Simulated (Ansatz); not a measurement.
Consider the atomization: `[OH][Al][OH]`• → Al• + 2 H• + 2 O•.

Calculated with Ansatz (gas phase, PBE0-D4/def2-TZVP geometries, no zero-point term in ΔE). CBS: MP2 limit from def2 TZ/QZ plus the TZ coupled-cluster correction, frozen cores. This one scheme is used for every species, atoms too. Functionals use def2-TZVPP. B3LYP here is the variant with VWN-RPA as its local correlation; programs differ in this. No spin–orbit coupling; open shells (•) take unrestricted orbitals. Spin–orbit coupling would lower the free atoms: a little for Al, O. Each species was taken in one conformer, which may not be the lowest.

CCSD(T)/CBS gives +1803.1 kJ/mol.

Question: Another level gave +1781.2 kJ/mol. Which?
A. r2SCANh-D4/def2-TZVPP
B. MP2/def2-TZVPP
C. B3LYP/def2-TZVPP
D. r2SCAN0-D4/def2-TZVPP

Answer: A. r2SCANh-D4 1781.2, MP2/def2-TZVPP 1818.7, r2SCAN0-D4 1746.7, B3LYP 1764.1 kJ/mol.

Largest T1 diagnostic among the species: 0.018.

From r2SCAN to r2SCAN0 (25 % exact exchange), in def2-TZVPP and without D4, ΔE moves by −58.5 kJ/mol: exact exchange takes away binding that semilocal exchange gives to molecules. At CCSD(T), def2-SVP lies −171.5 kJ/mol from the extrapolated value and def2-TZVPP −63.9 kJ/mol: correlation converges slowly with the basis, and small sets miss more of it in the bonded molecule than in its fragments. Leaving LDA and LC-ωPBE aside and taking each functional with its dispersion term where it has one, the values, not all of them listed here, spread over 130.0 kJ/mol, from BHLYP-D4 to PBE-D4. LDA lies +260.5 kJ/mol from PBE without D4, its usual overbinding.

For atomizations the MP2-based limit and the directly extrapolated one differ by several kJ/mol either way, and by 10 to 25 for some Ge, Se and Sn compounds, so smaller differences from it don't rank the levels.
